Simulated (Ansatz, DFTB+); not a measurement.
Ladder of methods for the elastic constant C33 of hcp Zr

Reference value: 172 GPa (measured, 4 K, zero-point motion not removed; as tabulated in Clouet (2012), arXiv:1210.1082).

### Question
Put these levels in order of the elastic constant C33 that they give for hcp Zr, smallest first: GFN1-xTB as cut by DFTB+, LDA (Ansatz, a first-principles code), PBE-D3(BJ) (Ansatz).

### Answer
GFN1-xTB as cut by DFTB+ (51.6 GPa), PBE-D3(BJ) (174 GPa), LDA (178 GPa)

Unless a cell is named, each level is at its own relaxed cell (GFN1-xTB as cut by DFTB+ 41.08, LDA 21.78, PBE-D3(BJ) 22.45 Å³/atom).

Differences against the reference: GFN1-xTB as cut by DFTB+ -70 %, LDA +3.5 %, PBE-D3(BJ) +1.2 %.

The measured value isn't corrected to a static lattice, so vibrations enter the comparison.  GFN1-xTB as cut by DFTB+: the relaxed volume lies over a fifth from the starting cell. GFN1-xTB as cut by DFTB+: the method was fitted mainly to molecules. GFN1-xTB as cut by DFTB+: codes differ in how they cut the long-range tail of xTB's charge interaction in a crystal, so the value belongs to this code. PBE-D3(BJ): the dispersion coefficients are held fixed in the derivatives. Each level is taken at its own relaxed cell. Ansatz's density-functional and Hartree–Fock values are scalar-relativistic unless marked +SOC, with PAW data made under PBE.

Differences are worked out from the printed values.
